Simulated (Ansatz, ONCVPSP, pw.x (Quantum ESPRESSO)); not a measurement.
# What a changed setting does to a pw.x run (bcc Ta)

Potential: optimised norm-conserving Vanderbilt (ONCV), ONCVPSP 4.0.1.1 (patched build), PBE; core [Xe] 4f14, reference 5d3.5 6s1.5; waves: 6s: rc 2.95 bohr, ncon 4, nbas 7, qcut 1.9 1/bohr, 1 projector; p scattering state at 0.06 Ha: rc 2.60 bohr, ncon 4, nbas 8, qcut 2.9 1/bohr, 1 projector; 5d: rc 2.85 bohr, ncon 3, nbas 8, qcut 4.8 1/bohr, 2 projectors, debl 1.7 Ha; local part: polynomial inside 2.35 bohr (lpopt 3, dvloc0 1 Ha); core correction: none.

The reference run (k-mesh 14³, cutoffs 35/140 Ry, Fermi–Dirac 0.01 Ry, mixing_beta 0.4, conv_thr 1e-9, no spin) gives -1.26 GPa at 18.192 Å³/atom, where all-electron LAPW gives 1.22 GPa. This run, with its own iteration cap, changes degauss to 0.002.

```
&control
  calculation='scf', prefix='x', pseudo_dir='./', outdir='./tmp', tstress=.true., disk_io='none'
/
&system
  ibrav=0, nat=1, ntyp=1, ecutwfc=35, ecutrho=140, nbnd=9,
  occupations='smearing', smearing='fd', degauss=0.002
/
&electrons
  conv_thr=1e-09, mixing_beta=0.4, electron_maxstep=70
/
ATOMIC_SPECIES
Ta 1.0 Ta.UPF
CELL_PARAMETERS angstrom
  -1.65681297 1.65681297 1.65681297
  1.65681297 -1.65681297 1.65681297
  1.65681297 1.65681297 -1.65681297
ATOMIC_POSITIONS crystal
Ta 0.0000 0.0000 0.0000
K_POINTS automatic
14 14 14 0 0 0
```

```bash
pw.x < Ta.scf.in > Ta.scf.out
```

Problem. How does the run end?

Solution. It converges in 8 iterations; the free energy moves by +34.3 meV/atom and the pressure by -0.24 GPa. In a metal, with Fermi–Dirac smearing, F lies below its zero-width value by a term in the square of the width.

```
Message from routine setup:
     using ibrav=0 with symmetry is DISCOURAGED, use correct ibrav instead
     lattice parameter (alat)  =       5.4229  a.u.
     unit-cell volume          =     122.7657 (a.u.)^3
     number of electrons       =         5.00
     number of Kohn-Sham states=            9
     kinetic-energy cutoff     =      35.0000  Ry
     charge density cutoff     =     140.0000  Ry
     scf convergence threshold =      1.0E-09
     Exchange-correlation= PBE
     number of k points=   104  Fermi-Dirac smearing, width (Ry)=  0.0020
     iteration #  1     ecut=    35.00 Ry     beta= 0.40
     total energy              =     -10.03322142 Ry
     estimated scf accuracy    <       0.05389350 Ry
     iteration #  2     ecut=    35.00 Ry     beta= 0.40
     total energy              =     -10.02936883 Ry
     estimated scf accuracy    <       0.01306230 Ry
     iteration #  3     ecut=    35.00 Ry     beta= 0.40
     total energy              =     -10.03058756 Ry
     estimated scf accuracy    <       0.00009170 Ry
     iteration #  4     ecut=    35.00 Ry     beta= 0.40
     total energy              =     -10.03062516 Ry
     estimated scf accuracy    <       0.00000955 Ry
     iteration #  5     ecut=    35.00 Ry     beta= 0.40
     total energy              =     -10.03062832 Ry
     estimated scf accuracy    <       0.00000061 Ry
     iteration #  6     ecut=    35.00 Ry     beta= 0.40
     total energy              =     -10.03062837 Ry
     estimated scf accuracy    <       0.00000006 Ry
     iteration #  7     ecut=    35.00 Ry     beta= 0.40
     total energy              =     -10.03062838 Ry
     estimated scf accuracy    <          1.2E-09 Ry
     iteration #  8     ecut=    35.00 Ry     beta= 0.40
     the Fermi energy is    11.8700 ev
!    total energy              =     -10.03062838 Ry
     estimated scf accuracy    <          3.2E-11 Ry
     smearing contrib. (-TS)   =      -0.00017708 Ry
     The total energy is F=E-TS. E is the sum of the following terms:
     one-electron contribution =       7.51720678 Ry
     hartree contribution      =       0.03093711 Ry
     xc contribution           =      -3.04919863 Ry
     ewald contribution        =     -14.52939655 Ry
     convergence has been achieved in   8 iterations
          total   stress  (Ry/bohr**3)                   (kbar)     P=      -15.05
     Message from routine punch:
     Nothing written, as per user request (disk_io='none')
```

The run took about 9.7 s on one core of a shared host (Neoverse-N1, 64 threads, 124 GiB, load 61).
